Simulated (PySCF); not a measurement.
Gas-phase reaction: H2O2 = 2 O + 2 H

Method: PySCF energies plus ideal-gas RRHO corrections (1 bar). The comparison is the NASA 1993 polynomial table, which mixes measured and estimated data. S°(298 K) at PBE0/def2-TZVP differs from the NASA 1993 table for H2O2 (-8 J/mol/K); whether the harmonic model or the table's entry is off was not settled. † marks an energy on the PBE0/def2-TZVP geometry and frequencies; other levels use their own. MP2 freezes the core. 6-31G* has spherical d functions here. Open shells (unrestricted): O (multiplicity 3, electronic degeneracy 9), H (multiplicity 2); the rest are closed-shell singlets. Spin-orbit splitting is ignored; it lowers the true energy and changes the entropy of O. B3LYP is the form with VWN-RPA correlation. For this reaction the table lies outside the span of B3LYP, CCSD(T), M06-2X, MP2, PBE0, r2SCAN, ωB97M-V, ωB97X-V in their largest bases here; which side is off was not settled. No R ln 2 is added for the mirror-image form of H2O2. MP2 isn't extrapolated to the basis-set limit; its ΔH°(298 K) is 974.8 kJ in def2-SVP and 1057.7 kJ in def2-TZVPP. The harmonic model lacks anharmonicity and excited electronic states, which grow with temperature; levels with a mode under 35 cm⁻¹ are left out. Internal rotation in H2O2 is treated as a harmonic vibration of one conformer, which makes the entropy rough.

```tsv
level	ΔH°(298 K), kJ	minus table	ΔG°(1400 K), kJ
table	1070.7	-	592.0
B3LYP/6-31G*	1022.6	-48.1	534.1
B3LYP/def2-TZVP†	1047.7	-23.0	557.2
HF/6-31G*	460.6	-610.1	-33.0
M06-2X/def2-TZVP†	1052.6	-18.1	562.2
MP2/def2-SVP†	974.8	-95.9	484.3
MP2/def2-TZVPP†	1057.7	-13.0	567.2
PBE/def2-TZVP†	1111.0	40.3	620.5
PBE0/def2-SVP†	1028.3	-42.4	537.8
r2SCAN/def2-TZVP†	1053.1	-17.6	562.6
LDA/def2-TZVP†	1332.7	262.0	842.3
ωB97M-V/def2-TZVP†	1059.1	-11.6	568.6
```
